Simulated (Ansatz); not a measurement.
Ideal-gas functions of `N=CF` at 400 K and 1 bar, from an Ansatz frequency run at PBE0-D4/def2-TZVP.

Molar mass 47.03 g/mol, point group Cs (symmetry number 1), electronic degeneracy 1, moments of inertia 6.057, 44.539, 50.596 u Å². Harmonic wavenumbers (cm⁻¹, unscaled): 637, 858, 1012, 1042, 1252, 1387, 1780, 3128, 3556.

Use S(trans) = R[1.5 ln M + 2.5 ln T − 1.1517]; rotational temperatures θ = 24.2544 K / I; S(rot) = R[ln(√π/σ · √(T³/θAθBθC)) + 1.5]; for each mode x = 1.438777 ν̃/T, S = R[x/(eˣ − 1) − ln(1 − e⁻ˣ)] and H = RT x/(eˣ − 1); 1 cm⁻¹ = 0.0119627 kJ/mol; R = 8.31446 J/(mol·K).

**Question.** By hand: the entropy, in J/(mol·K).

**Answer.** Translation 163.0. Rotation: θ = 4.0044, 0.5446, 0.4794 K, giving 91.8. Vibration, mode by mode: 3.03, 1.62, 1.04, 0.95, 0.51, 0.34, 0.10, 0.00, 0.00, in all 7.6. Electronic 0.0. Sum 262.4 J/(mol·K).

**Question.** By hand: H − E and G − E in kJ/mol, counted from the electronic energy.

**Answer.** Zero-point energy ½ × 14652 × 0.0119627 = 87.6; thermal vibration 2.3; translation, rotation and pV give 4 RT = 13.3. H − E = 103.2 kJ/mol, and G − E = 103.2 − 400 × 262.4/1000 = -1.8 kJ/mol.

Vibration gives 3 % of the entropy. The sum counts one conformer and one mirror image; others add a mixing term.
